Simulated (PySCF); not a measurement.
PySCF input (HF/def2-TZVPD):

```python
from pyscf import gto, scf, dft

mol = gto.M(
    atom='''
    C     1.48923700    0.70079263    0.00925021
    C    -0.03929376    0.78325927    0.00066342
    S    -0.85165386   -0.85211429   -0.00580082
    H    -0.35574310    1.36679086    0.87704767
    H    -0.34577701    1.36877731   -0.87793506
    H     1.96495899    1.69625100    0.01307846
    H     1.82668773    0.14785365    0.88999214
    H     1.83667574    0.14984447   -0.86885190
    ''',
    basis='def2-tzvpd',
    charge=-1,
    spin=0,
    verbose=4,
)

mf = scf.RHF(mol).density_fit(auxbasis='def2-universal-jkfit')
mf.conv_tol = 1e-9
mf.max_cycle = 100
mf.max_memory = 1500
mf.kernel()
if not mf.converged:
    mf = mf.newton()
    mf.kernel(mf.make_rdm1())
mf.analyze()
```

Output:

```
PySCF version 2.14.0

[INPUT] verbose = 4
[INPUT] num. atoms = 8
[INPUT] num. electrons = 34
[INPUT] charge = -1
[INPUT] spin (= nelec alpha-beta = 2S) = 0
[INPUT] symmetry False subgroup None
[INPUT] Mole.unit = angstrom
[INPUT] Symbol           X                Y                Z      unit          X                Y                Z       unit  Magmom
[INPUT]  1 C      1.489237000000   0.700792630000   0.009250210000 AA    2.814250064569   1.324306140814   0.017480363495 Bohr   0.0
[INPUT]  2 C     -0.039293760000   0.783259270000   0.000663420000 AA   -0.074254444804   1.480145504827   0.001253682106 Bohr   0.0
[INPUT]  3 S     -0.851653860000  -0.852114290000  -0.005800820000 AA   -1.609392548329  -1.610262634928  -0.010961961098 Bohr   0.0
[INPUT]  4 H     -0.355743100000   1.366790860000   0.877047670000 AA   -0.672257029704   2.582860394959   1.657379894488 Bohr   0.0
[INPUT]  5 H     -0.345777010000   1.368777310000  -0.877935060000 AA   -0.653423849071   2.586614241419  -1.659056818554 Bohr   0.0
[INPUT]  6 H      1.964958990000   1.696251000000   0.013078460000 AA    3.713234337102   3.205449828520   0.024714707531 Bohr   0.0
[INPUT]  7 H      1.826687730000   0.147853650000   0.889992140000 AA    3.451939524803   0.279402905017   1.681841397616 Bohr   0.0
[INPUT]  8 H      1.836675740000   0.149844470000  -0.868851900000 AA    3.470814128233   0.283165009581  -1.641892133808 Bohr   0.0

nuclear repulsion = 97.3624242491451
number of shells = 67
number of NR pGTOs = 231
number of NR cGTOs = 165
basis = def2-tzvpd
ecp = {}

******** <class 'pyscf.df.df_jk.DFRHF'> ********
method = DFRHF
initial guess = minao
damping factor = 0
level_shift factor = 0
DIIS = <class 'pyscf.scf.diis.CDIIS'>
diis_start_cycle = 1
diis_space = 8
diis_damp = 0
SCF conv_tol = 1e-09
SCF conv_tol_grad = None
SCF max_cycles = 100
direct_scf = False
Set gradient conv threshold to 3.16228e-05
Initial guess from minao.
******** <class 'pyscf.df.df.DF'> ********
auxbasis = def2-universal-jkfit
init E= -476.266927089184
  HOMO = -0.260382881037473  LUMO = 0.0504389858902942  gap/eV = 8.45789
cycle= 1 E= -476.139752147594  delta_E= 0.127  |g|= 0.442  |ddm|=  1.9
  HOMO = 0.0044731017186479  LUMO = 0.190246908013748  gap/eV = 5.05516
cycle= 2 E= -476.204646071079  delta_E= -0.0649  |g|= 0.233  |ddm|= 1.55
  HOMO = -0.0814977793776841  LUMO = 0.193803608248092  gap/eV = 7.49133
cycle= 3 E= -476.218629018776  delta_E= -0.014  |g|= 0.0413  |ddm|= 0.356
  HOMO = -0.0899140225295917  LUMO = 0.192868122297133  gap/eV = 7.69489
cycle= 4 E= -476.219497853511  delta_E= -0.000869  |g|= 0.0132  |ddm|= 0.108
  HOMO = -0.0868106293504821  LUMO = 0.193063075136191  gap/eV = 7.61575
cycle= 5 E= -476.219597477988  delta_E= -9.96e-05  |g|= 0.00512  |ddm|= 0.0371
  HOMO = -0.0873788895038311  LUMO = 0.193136636908167  gap/eV = 7.63322
cycle= 6 E= -476.219614905528  delta_E= -1.74e-05  |g|= 0.00201  |ddm|= 0.0254
  HOMO = -0.0873593919445052  LUMO = 0.193090724736896  gap/eV = 7.63144
cycle= 7 E= -476.219618698646  delta_E= -3.79e-06  |g|= 0.000428  |ddm|= 0.018
  HOMO = -0.0874334344930561  LUMO = 0.193074013926831  gap/eV = 7.63300
cycle= 8 E= -476.219618892649  delta_E= -1.94e-07  |g|= 0.000127  |ddm|= 0.00392
[...]
cycle= 11 E= -476.219618903269  delta_E= -9.35e-11  |g|= 2.38e-06  |ddm|= 0.000123
  HOMO = -0.0874250126902174  LUMO = 0.193069653007305  gap/eV = 7.63265
Extra cycle  E= -476.219618903275  delta_E= -6.14e-12  |g|= 1.12e-06  |ddm|= 1.47e-05
converged SCF energy = -476.219618903275
**** SCF Summaries ****
Total Energy =                        -476.219618903274977
Nuclear Repulsion Energy =              97.362424249145107
One-electron Energy =                 -856.152399491798633
Two-electron Energy =                  282.570356339378520
Two-electron Coulomb Energy =          319.942173976355321
DFT Exchange-Correlation Energy =      -37.371817636976800
HOMO-LUMO gap [eV] =                     7.632648624846137
**** MO energy ****
MO #1   energy= -91.6618174942659  occ= 2
MO #2   energy= -11.057007678922   occ= 2
MO #3   energy= -11.0530519101686  occ= 2
MO #4   energy= -8.66496355478871  occ= 2
MO #5   energy= -6.34677266178517  occ= 2
MO #6   energy= -6.34531687883668  occ= 2
MO #7   energy= -6.34528123555583  occ= 2
MO #8   energy= -0.857144443740324 occ= 2
MO #9   energy= -0.699794699514602 occ= 2
MO #10  energy= -0.572237607400044 occ= 2
MO #11  energy= -0.434379193824896 occ= 2
MO #12  energy= -0.4032500065601   occ= 2
MO #13  energy= -0.338573909662504 occ= 2
MO #14  energy= -0.321888330104668 occ= 2
MO #15  energy= -0.228405802515681 occ= 2
MO #16  energy= -0.0885340107069915 occ= 2
MO #17  energy= -0.0874250126902174 occ= 2
MO #18  energy= 0.193069653007305  occ= 0
MO #19  energy= 0.201983856115779  occ= 0
MO #20  energy= 0.218277916037727  occ= 0
MO #21  energy= 0.22011196093254   occ= 0
MO #22  energy= 0.244210800477809  occ= 0
MO #23  energy= 0.2730095257991    occ= 0
MO #24  energy= 0.303173367918377  occ= 0
MO #25  energy= 0.30746045449227   occ= 0
MO #26  energy= 0.329053337775681  occ= 0
MO #27  energy= 0.338834935210246  occ= 0
MO #28  energy= 0.354987125024834  occ= 0
MO #29  energy= 0.366924648533147  occ= 0
MO #30  energy= 0.400279814580735  occ= 0
MO #31  energy= 0.407422086449335  occ= 0
MO #32  energy= 0.411378144584299  occ= 0
MO #33  energy= 0.430021281547707  occ= 0
MO #34  energy= 0.434403060991303  occ= 0
MO #35  energy= 0.449422622917777  occ= 0
MO #36  energy= 0.466261838827984  occ= 0
MO #37  energy= 0.483859101538761  occ= 0
MO #38  energy= 0.486371514063999  occ= 0
MO #39  energy= 0.50067639920242   occ= 0
MO #40  energy= 0.514731696631714  occ= 0
MO #41  energy= 0.525847777929064  occ= 0
MO #42  energy= 0.533737829104745  occ= 0
MO #43  energy= 0.543972359221645  occ= 0
MO #44  energy= 0.545087622504097  occ= 0
MO #45  energy= 0.553984647478942  occ= 0
MO #46  energy= 0.555502059081721  occ= 0
MO #47  energy= 0.568837415670251  occ= 0
MO #48  energy= 0.574071498784618  occ= 0
MO #49  energy= 0.591213790457341  occ= 0
MO #50  energy= 0.594108020900463  occ= 0
MO #51  energy= 0.625820802330583  occ= 0
MO #52  energy= 0.635668708959818  occ= 0
MO #53  energy= 0.653218034847728  occ= 0
MO #54  energy= 0.657658222211847  occ= 0
MO #55  energy= 0.663898232247046  occ= 0
MO #56  energy= 0.664514373452142  occ= 0
MO #57  energy= 0.675803498607338  occ= 0
MO #58  energy= 0.704875043172574  occ= 0
MO #59  energy= 0.706746558941895  occ= 0
MO #60  energy= 0.724906151627533  occ= 0
MO #61  energy= 0.745937623328773  occ= 0
MO #62  energy= 0.785987441279772  occ= 0
MO #63  energy= 0.841810462748427  occ= 0
MO #64  energy= 0.893036981541265  occ= 0
MO #65  energy= 0.897270403297165  occ= 0
MO #66  energy= 0.917084644868581  occ= 0
MO #67  energy= 0.945031114113757  occ= 0
MO #68  energy= 0.98410587685908   occ= 0
MO #69  energy= 0.985341686372198  occ= 0
MO #70  energy= 0.993469191364462  occ= 0
MO #71  energy= 0.999142868901262  occ= 0
MO #72  energy= 1.01958748681415   occ= 0
MO #73  energy= 1.02107550573959   occ= 0
MO #74  energy= 1.03832977878883   occ= 0
MO #75  energy= 1.04940312170284   occ= 0
MO #76  energy= 1.0592353227276    occ= 0
MO #77  energy= 1.08255925369792   occ= 0
MO #78  energy= 1.11426915204749   occ= 0
MO #79  energy= 1.14825203290213   occ= 0
MO #80  energy= 1.17023904330741   occ= 0
MO #81  energy= 1.24929739483195   occ= 0
MO #82  energy= 1.28357858655965   occ= 0
MO #83  energy= 1.29991672708793   occ= 0
MO #84  energy= 1.36023282651902   occ= 0
MO #85  energy= 1.39215452408792   occ= 0
MO #86  energy= 1.52350242186486   occ= 0
MO #87  energy= 1.54886804289162   occ= 0
MO #88  energy= 1.57302525958409   occ= 0
MO #89  energy= 1.5788050170888    occ= 0
MO #90  energy= 1.65681433379081   occ= 0
MO #91  energy= 1.65729775897254   occ= 0
MO #92  energy= 1.69903150190424   occ= 0
MO #93  energy= 2.05271022807014   occ= 0
MO #94  energy= 2.13509616292163   occ= 0
MO #95  energy= 2.16878324923285   occ= 0
MO #96  energy= 2.17135106954709   occ= 0
MO #97  energy= 2.17306003424379   occ= 0
MO #98  energy= 2.18915115547919   occ= 0
MO #99  energy= 2.21361070048966   occ= 0
MO #100 energy= 2.2243980477382    occ= 0
MO #101 energy= 2.22485276910227   occ= 0
MO #102 energy= 2.23953640966312   occ= 0
MO #103 energy= 2.25416734740701   occ= 0
MO #104 energy= 2.27425720302514   occ= 0
MO #105 energy= 2.2761887192592    occ= 0
MO #106 energy= 2.30094054216816   occ= 0
MO #107 energy= 2.31210827601353   occ= 0
[...]
```

It need not be the lowest isomer of its formula. Whether it binds its extra electron was not tested at this geometry.
